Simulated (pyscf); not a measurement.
Substitution at N: ammonia (NH₃) + H₂N–SiH•–F → H₂N–SiH(NH₂)–F + H atom (H•)

Gas phase, doublet surface, charge 0. Bonds broken: N1–H4. Bonds formed: N1–Si2. PySCF, gas phase, ωB97X-D3(BJ)/def2-SVP geometries.

Transition state (Å):

```xyz
10

N      0.8654     0.3957     0.6902
Si    -0.7296    -0.4063     0.1303
F     -1.2437     0.8477    -0.7943
H      1.0286     1.4286     1.4612
H      1.4050     0.6956    -0.1286
H      1.4522    -0.2911     1.1732
H     -1.1897    -1.6175    -0.6298
N     -1.4931    -0.5364     1.6578
H     -1.3779     0.1729     2.3739
H     -2.3581    -1.0531     1.7676
```

One imaginary mode, 1845i cm⁻¹; descent along it reached the two sides named, in the forms told below.

```csv
bond,change,reactant side (Å),saddle,product side
N1–H4,breaks,1.021,1.299,3.0
N1–Si2,forms,2.483,1.871,1.714
```

Electronic energies relative to the separated reactants (kcal/mol):

| level | barrier | reaction energy | reverse barrier |
|---|---|---|---|
| ωB97X-D3(BJ)/def2-TZVP | 15.9 | -6.4 | 22.3 |
| PBE/def2-TZVP | 8.5 | -0.3 | 8.8 |
| r²SCAN/def2-TZVP | 8.9 | -2.3 | 11.2 |
| B3LYP-D3(BJ)/def2-TZVP | 11.7 | -1.6 | 13.3 |
| PBE0-D3(BJ)/def2-TZVP | 10.7 | -3.7 | 14.4 |
| M06-2X/def2-TZVP | 14.3 | -5.9 | 20.3 |
| ωB97M-D3(BJ)/def2-TZVP | 13.8 | -6.0 | 19.8 |
| HF/def2-TZVP | 31.6 | -8.4 | 40.1 |

With ωB97M-D3(BJ)/def2-TZVP energies and thermal terms (ideal gas, 1 atm, RRHO with modes under 100 cm⁻¹ raised to 100, one conformer, R ln 2 for rigid chiral ones), in kcal/mol:

| T (K) | ΔH‡ | ΔG‡ | ΔH | ΔG |
|---|---|---|---|---|
| 298 | 10.9 | 22.2 | -9.8 | -6.1 |
| 600 | 11.3 | 33.6 | -8.4 | -2.9 |
| 900 | 12.3 | 44.6 | -6.9 | -0.4 |
| 1200 | 13.3 | 55.2 | -5.4 | +1.5 |

On the reactant side the descent ends in a complex, 6.5 kcal/mol under the separated species and 22.4 kcal/mol under the saddle at ωB97X-D3(BJ)/def2-TZVP. This is the saddle that the search found; another between the same sides may lie lower. The angle at the attacked N is 129°.
